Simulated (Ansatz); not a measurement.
System: fcc Ir. Method: r²SCAN in Ansatz (PAW).

Numerical settings: plane-wave cutoff 600 eV, 16×16×16 k mesh, Fermi–Dirac smearing 0.1 eV, finite displacements, force constants from a 4×4×4 q mesh, no spin polarisation, scalar-relativistic PAW data made under PBE.

Computed at the level's own relaxed cell. Harmonic vibrational thermodynamics at fixed volume:

```csv
T (K),S_vib (J/K per mol of atoms),C_V (J/K per mol of atoms),F_vib (eV/atom)
0,0.00,0.00,0.0263
200,26.33,22.81,0.0017
300,35.85,23.96,-0.0308
500,48.27,24.58,-0.1190
600,52.76,24.69,-0.1714
800,59.88,24.80,-0.2885
1000,65.42,24.85,-0.4186
```

The crystal is taken as a harmonic solid at every temperature: melting, phase changes and thermal expansion are not seen, nor the electrons' share in a metal.

Ansatz is a program for electronic structure.
